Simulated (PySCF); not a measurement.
Molecule: `P`, H3P.

Bonds (- single, = double, # triple, : aromatic): none between heavy atoms. P1 carries H2, H3, H4.

Geometry PBE0-D3(BJ)/def2-SVP throughout; GIAO in PySCF 2.14, gas phase, one conformer, non-relativistic; equivalent atoms averaged; functional PBE0.

Problem. How do the absolute shieldings σ depend on the basis set? (ppm; last column core-seconds on 1 thread of an Arm Neoverse V2, shared host)

Solution. 
```tsv
basis set	functions	P1	H2/H3/H4	core-s
STO-3G	12	704.7	31.97	0.38
6-31G	19	628.0	30.55	0.67
6-31G*	24	598.0	29.78	0.75
def2-SVP	33	628.9	29.42	0.74
6-311+G(2d,p)	53	579.6	29.40	1.2
def2-TZVP	55	567.5	29.39	1.3
```

Problem. Which nucleus moves most, in ppm?

Solution. P1 (phosphorus bonded to 3 H): from 567.5 ppm with def2-TZVP to 704.7 ppm with STO-3G. The smallest spread is 2.59 ppm, at H2/H3/H4.

Problem. Taking the largest basis, def2-TZVP (55 functions), as the yardstick, rank the others by their worst heavy-atom deviation.

Solution. 6-311+G(2d,p) 12.2 ppm (53 functions), 6-31G* 30.5 ppm (24 functions), 6-31G 60.6 ppm (19 functions), def2-SVP 61.4 ppm (33 functions), STO-3G 137.3 ppm (12 functions).

A small basis that lands close on one nucleus may do so by chance; judge by the trend and by all nuclei.
